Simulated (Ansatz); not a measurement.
# C2H6O: the cost of one run

Program: Ansatz 0.2.0, Gaussian basis. Level of theory: PBE0-D4/def2-SVP. These are calculated values, not measurements.

16 further runs of the same task are left out: 16 set aside as unsound or not needed.

### 1 The system as given

The first end: 9 atoms, charge 0, spin multiplicity 1.

Atoms are counted from 1 here; the program's logs count them from 0.

Bond lengths: O1–C2 1.415 Å, O1–H9 0.960 Å, C2–H3 1.099 Å, C2–H4 1.099 Å, C2–C5 1.507 Å, C5–H6 1.092 Å, C5–H7 1.092 Å, C5–H8 1.092 Å. Angles: C2–O1–H9 108.7°, O1–C2–H3 110.7°, O1–C2–H4 110.7°, O1–C2–C5 108.1°, H3–C2–H4 107.4°, H3–C2–C5 109.9°, H4–C2–C5 109.9°, C2–C5–H6 110.5°, C2–C5–H7 110.5°, C2–C5–H8 110.5°, H6–C5–H7 108.5°, H6–C5–H8 108.5°, H7–C5–H8 108.2°.

Geometry (Å):

```
O    -0.6359   -1.3546   -0.1197
C    -0.2939   -0.0229   -0.4541
H    -1.1949    0.6012   -0.5363
H     0.2224    0.0144   -1.4237
C     0.6066    0.5153    0.6281
H     0.8958    1.5455    0.4088
H     1.5121   -0.0896    0.7077
H     0.0971    0.4962    1.5937
H    -1.2092   -1.7054   -0.8045
```

The second end:

```mol
C2H6O
  3D, bonds by distance, orders not assigned

  9  7  0  0  0  0  0  0  0  0999 V2000
   -1.4348   -1.5966    0.8178 O   0  0
    0.2296    0.8072   -0.8965 C   0  0
   -0.7151    1.3204   -1.0410 H   0  0
    0.6321    0.2774   -1.7533 H   0  0
    0.8636    0.8312    0.2671 C   0  0
    0.4638    1.3649    1.1228 H   0  0
    1.8107    0.3219    0.4099 H   0  0
   -0.8504   -0.9064    0.4841 H   0  0
   -0.9994   -2.4202    0.5891 H   0  0
  1  8  8  0
  1  9  8  0
  2  3  8  0
  2  4  8  0
  2  5  8  0
  5  6  8  0
  5  7  8  0
M  END
```

### 2 The band at PBE0-D4/def2-SVP

Contents of neb/in.yaml:

```yaml
crystal:
  periodic: [false, false, false]
  atoms:
    - {symbol: O, position_ang: [-0.635885, -1.354602, -0.119709]}
    - {symbol: C, position_ang: [-0.293915, -0.022936, -0.454120]}
    - {symbol: H, position_ang: [-1.194901, 0.601214, -0.536349]}
    - {symbol: H, position_ang: [0.222375, 0.014408, -1.423722]}
    - {symbol: C, position_ang: [0.606557, 0.515276, 0.628142]}
    - {symbol: H, position_ang: [0.895760, 1.545477, 0.408815]}
    - {symbol: H, position_ang: [1.512054, -0.089638, 0.707705]}
    - {symbol: H, position_ang: [0.097062, 0.496222, 1.593662]}
    - {symbol: H, position_ang: [-1.209209, -1.705421, -0.804523]}
basis:
  gaussian: {orbitals: def2-SVP}
hamiltonian: {xc: pbe0, dispersion: d4}
neb:
  images: 5
  climbing: true
  max_iterations: 40
  initial_path: idpp
  final_atoms:
    - {symbol: O, position_ang: [-1.434831, -1.596575, 0.817771]}
    - {symbol: C, position_ang: [0.229557, 0.807221, -0.896500]}
    - {symbol: H, position_ang: [-0.715134, 1.320424, -1.041037]}
    - {symbol: H, position_ang: [0.632113, 0.277431, -1.753304]}
    - {symbol: C, position_ang: [0.863566, 0.831211, 0.267125]}
    - {symbol: H, position_ang: [0.463780, 1.364934, 1.122751]}
    - {symbol: H, position_ang: [1.810680, 0.321943, 0.409932]}
    - {symbol: H, position_ang: [-0.850386, -0.906408, 0.484096]}
    - {symbol: H, position_ang: [-0.999444, -2.420183, 0.589066]}
```

Run with:

```console
> ansatz run in.yaml --threads 2 --pin off --events-out ev --progress --plain --max-ram 4352MiB
```

**Question.** How long does this run take on 2 threads of Intel Xeon Platinum 8223CL at 3.00GHz, shared host?

About 2.7 min.
